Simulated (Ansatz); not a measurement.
**Rock-salt MgS**

Method: PBE in Ansatz (plane waves, PAW).

Settings: plane-wave cutoff 520 eV, 12×12×12 k mesh, Fermi–Dirac smearing 0.01 eV, scalar-relativistic PAW data made under PBE.

Cell (relaxed at this level):

```yaml
crystal:
  lattice:
    - [0.00000, 2.61485, 2.61485]
    - [2.61485, 0.00000, 2.61485]
    - [2.61485, 2.61485, 0.00000]
  atoms:
    - { symbol: Mg, position: [0.00000, 0.00000, 0.00000] }
    - { symbol: S, position: [0.50000, 0.50000, 0.50000] }
```

```json
{
  "bulk_modulus": "74.0 GPa",
  "band_gap": "2.76 eV (indirect)",
  "smallest_direct_gap_on_the_k_points_sampled": "3.60 eV",
  "width_of_the_whole_s_p_valence_band": "12.58 eV",
  "pressure derivative B′ of the bulk modulus": "4.1"
}
```

Measured, for comparison: bulk modulus 81 GPa (corrected for zero-point motion; as tabulated in Goldzak et al. (2022), arXiv:2208.04865). Computed (rounded) less measured: bulk modulus -9 %.

Computed values are for the static lattice.

Ansatz is an electronic-structure program.
